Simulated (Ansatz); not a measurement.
## HN–SH, doublet: reading a ladder of total energies

Geometry: a PBE0/def2-TZVP stationary point for this spin, not checked as a minimum.

```xyz
4

N     0.0000   -0.1878    1.0997
S     0.0000    0.0962   -0.5000
H     0.0000    0.7404    1.5312
H     0.0000   -1.1895   -0.9067
```

Basis cc-pVDZ; Ansatz 0.2.0. Only valence electrons are correlated (noble-gas cores frozen), which leaves 13 electrons in 36 orbitals. R marks a restricted (for open shells ROHF) determinant, U an unrestricted one.

Full CI isn't at hand for all of this; UCCSDT(Q) serves as the reference, and is uncertain by about the last step of the cluster series.

Runs differ by some tens of microhartree through their thresholds and, for an open shell, their frozen cores, so steps under 0.03 kcal/mol mean nothing.

| level | total energy (hartree) |
| --- | --- |
| UHF | -453.091573 |
| UMP2 | -453.368658 |
| UCCSD | -453.400801 |
| UCCSD(T) | -453.409550 |
| UCCSDT | -453.410443 |
| UCCSDT(Q) | -453.411220 |

What is the correlation energy at UCCSDT(Q), and what share of it do UMP2 and UCCSD recover?

E(corr) = -453.411220 − (-453.091573) = -0.319647 hartree = -8.698 eV. UMP2: -0.277085 / -0.319647 = 86.68 %. UCCSD: -0.309228 / -0.319647 = 96.74 %.

By how many kcal/mol does UCCSD(T) miss UCCSDT(Q) (1 hartree = 627.509 kcal/mol), and which steps make up the rest?

-453.409550 − (-453.411220) = 0.001670 hartree = 1.05 kcal/mol. Steps: UCCSDT − UCCSD(T) = -0.56, UCCSDT(Q) − UCCSDT = -0.49 kcal/mol. Differences between like states or geometries often cancel part of this.
